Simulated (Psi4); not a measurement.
# [PO2]+ (SMILES O=[P+]=O): a chain of runs, part 2 of 2

Psi4 1.11.

## (3) Vibrational wavenumbers at PBEh-3c/def2-mSVP (density fitting) (run 2)

calc.in

```
memory 1.6 GB

molecule {
  1 1
  O      0.00000000     0.00000000    -2.70882791
  P      0.00000000     0.00000000    -0.00000189
  O      0.00000000     0.00000000     2.70882980
  units bohr
  symmetry c1
}

set {
  t 298.15
  rotational_symmetry_number 2
}

E = frequencies('pbeh-3c')
```

Command:

```
$ psi4 -n 1 calc.in calc.out
```

calc.out (excerpt; [...] marks lines left out):

```text
[...]
  Running in c1 symmetry.
[...]
  Nuclear repulsion =  100.412397593225904
[...]
  Multiplicity = 1
[...]
  Nalpha       = 15
  Nbeta        = 15
[...]
    Number of basis functions: 48
[...]
   @DF-RKS iter   1:  -490.44153119682136    3.05557e-01   1.45050e-02 ADIIS/DIIS
[...]
   @DF-RKS iter  10:  -490.65558055824494   -5.96856e-12   7.29478e-09 DIIS
[...]
    Orbital Energies [Eh]
    ---------------------
    Doubly Occupied:
       1A    -78.249713     2A    -19.903663     3A    -19.903488
       4A     -7.313565     5A     -5.405775     6A     -5.405775
       7A     -5.403055     8A     -1.524734     9A     -1.479939
      10A     -0.931472    11A     -0.830648    12A     -0.826101
      13A     -0.826101    14A     -0.755493    15A     -0.755493
[...]
  @DF-RKS Final Energy:  -490.65558055824494
   => Energetics <=
    Nuclear Repulsion Energy =            100.4312307944253746
    One-Electron Energy =                -866.8761354904409018
    Two-Electron Energy =                 298.9897389001662305
    DFT Exchange-Correlation Energy =     -23.2015123254315299
    Empirical Dispersion Energy =           0.0010975630359081
    VV10 Nonlocal Energy =                  0.0000000000000000
    Total Energy =                       -490.6555805582449352
[...]
  -Total Gradient:
     Atom            X                  Y                   Z
    ------   -----------------  -----------------  -----------------
       1        0.000000000000     0.000000000000    -0.000361514072
       2       -0.000000000000     0.000000000000     0.001687784473
       3       -0.000000000000    -0.000000000000    -0.001326179735
[...]
  ==> Harmonic Vibrational Analysis <==
[...]
  Freq [cm^-1]                 324.0886            324.0886           1170.3294
[...]
  IR activ [km/mol]            62.2489             62.2489              0.0000
[...]
  Freq [cm^-1]                1658.0382
[...]
  IR activ [km/mol]            34.8178
[...]
  Total E_0, Enthalpy at 0 [K]                                                         -490.64766154 [Eh]
[...]
  Total H, Enthalpy at  298.15 [K]                                                     -490.64355371 [Eh]
[...]
  Total G, Gibbs energy at  298.15 [K]                                                 -490.66963079 [Eh]
[...]
```

The script printed:

```text
Warning: used thermodynamics relations inappropriate for low-frequency modes: ['324.0886' '324.0886']
```

It took 26 s on 1 thread of AMD EPYC 7B13 (Zen 3), shared host; peak memory 0.3 GiB.

## (4) A single-point energy at MP2/cc-pVTZ (density fitting, density fitting for correlation) (run 3)

calc.dat

```
memory 1600 mb

molecule {
  1 1
  O     -1.054518     0.325695     0.914708
  P      0.000078    -0.000050     0.000109
  O      1.054583    -0.325795    -0.914601
  symmetry c1
}

set {
  basis       cc-pVTZ
  reference   rhf
  freeze_core true
}

result, w = energy("mp2", return_wfn=True)
```

Command:

```
$ psi4 calc.dat calc.out -n 1
```

calc.out (excerpt; [...] marks lines left out):

```text
[...]
  Running in c1 symmetry.
[...]
  Nuclear repulsion =  100.412419786258340
[...]
  Multiplicity = 1
[...]
  Nalpha       = 15
  Nbeta        = 15
[...]
    Number of basis functions: 94
[...]
   @DF-RHF iter   1:  -489.96237812702429   -9.91797e-02   6.50583e-03 DIIS/ADIIS
[...]
   @DF-RHF iter  11:  -490.13277380567280   -3.18323e-12   2.62549e-09 DIIS
[...]
    Orbital Energies [Eh]
    ---------------------
    Doubly Occupied:
       1A    -80.464006     2A    -20.962886     3A    -20.962859
       4A     -7.995644     5A     -5.891753     6A     -5.891753
       7A     -5.888527     8A     -1.748097     9A     -1.699930
      10A     -1.058623    11A     -0.941816    12A     -0.933789
      13A     -0.933789    14A     -0.859973    15A     -0.859973
[...]
  @DF-RHF Final Energy:  -490.13277380567280
   => Energetics <=
    Nuclear Repulsion Energy =            100.4124197862583401
    One-Electron Energy =                -866.9035527089911284
    Two-Electron Energy =                 276.3583591170599334
    Total Energy =                       -490.1327738056727981
[...]
 Multipole Moments:
 ------------------------------------------------------------------------------------
     Multipole            Electronic (a.u.)      Nuclear  (a.u.)        Total (a.u.)
 ------------------------------------------------------------------------------------
 L = 1.  Multiply by 2.5417464519 to convert [e a0] to [Debye]
 Dipole X            :          0.0000363           -0.0000063            0.0000300
 Dipole Y            :          0.0001907           -0.0000333            0.0001574
 Dipole Z            :         -0.0000045            0.0000009           -0.0000036
 Magnitude           :                                                    0.0001603
[...]
```

It took 2.7 s on 1 thread of AMD EPYC 7B13 (Zen 3), shared host; peak memory 0.3 GiB.

## (5) What came out

The summary covers parts 1 to 2.

```
                                                                           quantity             value
                                  run 1, PBEh-3c/def2-mSVP: total energy at the end     -490.65558 Eh
                                              run 1, PBEh-3c/def2-mSVP: HOMO energy         -20.56 eV
                                              run 1, PBEh-3c/def2-mSVP: LUMO energy         -11.77 eV
                                            run 1, PBEh-3c/def2-mSVP: HOMO–LUMO gap           8.78 eV
                               run 2, PBEh-3c/def2-mSVP: lowest harmonic wavenumber          324 cm⁻¹
                              run 2, PBEh-3c/def2-mSVP: highest harmonic wavenumber         1658 cm⁻¹
                                        run 2, PBEh-3c/def2-mSVP: zero-point energy       20.8 kJ/mol
run 2, PBEh-3c/def2-mSVP: ideal-gas entropy at 298.15 K (symmetry number 2 as used)  54.9 cal/(mol K)
                                                   run 3, MP2/cc-pVTZ: total energy     -490.75167 Eh
                            run 3, MP2/cc-pVTZ: HOMO energy (Hartree–Fock orbitals)         -23.40 eV
                            run 3, MP2/cc-pVTZ: LUMO energy (Hartree–Fock orbitals)          -8.33 eV
                          run 3, MP2/cc-pVTZ: HOMO–LUMO gap (Hartree–Fock orbitals)          15.07 eV
                    run 3, MP2/cc-pVTZ: correlation energy (7 core orbitals frozen)        -618.9 mEh
```

The optimisation (run 1, PBEh-3c/def2-mSVP) took 4 steps and changed the energy by -0.058 eV. All 4 modes (run 2, PBEh-3c/def2-mSVP) are real, so the shape is a minimum at this level.
